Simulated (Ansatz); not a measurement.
# C₄H₆O₂: small, medium and large basis sets

One table from this session's results is given with a row withheld; the runs are named, their logs left out.

Program: Ansatz 0.2.0, Gaussian basis. Level of theory: one geometry, several basis sets. These are calculated values, not measurements.

Levels to be run: PBE0-D4/def2-SVP; ωB97M-V/def2-SVP; PBE0-D4/def2-QZVPP; ωB97M-V/def2-QZVPP; the functionals' def2-TZVPP values are taken from earlier runs.

## Structure used throughout

All runs share one geometry, relaxed beforehand with PBE0-D4 in a triple-zeta def2 set.

12 atoms, charge 0, spin multiplicity 1.

Atoms are counted from 1 here; the program's logs count them from 0.

Bond lengths: C1–C2 1.499 Å, C1–H7 1.088 Å, C1–H8 1.093 Å, C1–H9 1.093 Å, C2–O3 1.240 Å, C2–C4 1.438 Å, C4–C5 1.359 Å, C4–H10 1.081 Å, C5–O6 1.307 Å, C5–H11 1.088 Å, O6–H12 1.012 Å. Angles: C2–C1–H7 110.0°, C2–C1–H8 110.0°, C2–C1–H9 110.1°, H7–C1–H8 109.7°, H7–C1–H9 109.8°, H8–C1–H9 107.1°, C1–C2–O3 120.0°, C1–C2–C4 118.8°, O3–C2–C4 121.1°, C2–C4–C5 119.1°, C2–C4–H10 120.9°, C5–C4–H10 119.9°, C4–C5–O6 123.8°, C4–C5–H11 122.1°, O6–C5–H11 114.1°, C5–O6–H12 104.5°.

As a file:

```mol
C4H6O2
  3D, bonds by distance, orders not assigned

 12 11  0  0  0  0  0  0  0  0999 V2000
   -1.7119    0.6603   -0.3819 C   0  0
   -0.4349    0.2211    0.2681 C   0  0
   -0.2872    0.3452    1.4926 O   0  0
    0.6039   -0.3411   -0.5527 C   0  0
    1.7644   -0.7406    0.0303 C   0  0
    2.0046   -0.6466    1.3117 O   0  0
   -2.3952    1.0545    0.3677 H   0  0
   -1.5056    1.4273   -1.1334 H   0  0
   -2.1780   -0.1811   -0.9017 H   0  0
    0.4715   -0.4481   -1.6198 H   0  0
    2.5811   -1.1718   -0.5443 H   0  0
    1.1645   -0.2343    1.6973 H   0  0
  1  2  8  0
  2  3  8  0
  2  4  8  0
  4  5  8  0
  5  6  8  0
  1  7  8  0
  1  8  8  0
  1  9  8  0
  4 10  8  0
  5 11  8  0
  6 12  8  0
M  END
```

The first run:

in.yaml

```yaml
crystal:
  periodic: [false, false, false]
  atoms:
    - {symbol: C, position_ang: [-1.711925, 0.660305, -0.381911]}
    - {symbol: C, position_ang: [-0.434891, 0.221145, 0.268111]}
    - {symbol: O, position_ang: [-0.287226, 0.345223, 1.492560]}
    - {symbol: C, position_ang: [0.603873, -0.341134, -0.552670]}
    - {symbol: C, position_ang: [1.764366, -0.740620, 0.030277]}
    - {symbol: O, position_ang: [2.004634, -0.646572, 1.311676]}
    - {symbol: H, position_ang: [-2.395229, 1.054508, 0.367664]}
    - {symbol: H, position_ang: [-1.505590, 1.427259, -1.133360]}
    - {symbol: H, position_ang: [-2.177986, -0.181052, -0.901703]}
    - {symbol: H, position_ang: [0.471476, -0.448053, -1.619825]}
    - {symbol: H, position_ang: [2.581051, -1.171764, -0.544266]}
    - {symbol: H, position_ang: [1.164547, -0.234345, 1.697346]}
basis:
  gaussian: {orbitals: def2-SVP}
hamiltonian: {xc: pbe0, dispersion: d4}
output: {orbitals: {seedname: orbitals}}
```

Started as:

```sh
ansatz run in.yaml --threads 4 --pin off --events-out ev --progress --plain --max-ram 10444MiB
```

Among the steps run: PBE0-D4 in def2-SVP; ωB97M-V in def2-SVP; PBE0-D4 in def2-QZVPP; ωB97M-V in def2-QZVPP.

One table of the session follows, with a row left open; its other results are not shown here.

It belongs to the step «Functionals by basis». 

| functional | basis | HOMO (eV) |
| --- | --- | --- |
| PBE0-D4 | def2-SVP | -7.12 |
| PBE0-D4 | def2-TZVPP | -7.23 |
| PBE0-D4 | def2-QZVPP | ? |
| ωB97M-V | def2-SVP | -9.26 |
| ωB97M-V | def2-TZVPP | -9.39 |
| ωB97M-V | def2-QZVPP | -9.42 |

Estimate the missing values for PBE0-D4, def2-QZVPP.

**Answer.** HOMO (eV): -7.27. In the column «HOMO (eV)» it lies between ωB97M-V, def2-SVP (-9.26) and PBE0-D4, def2-TZVPP (-7.23).
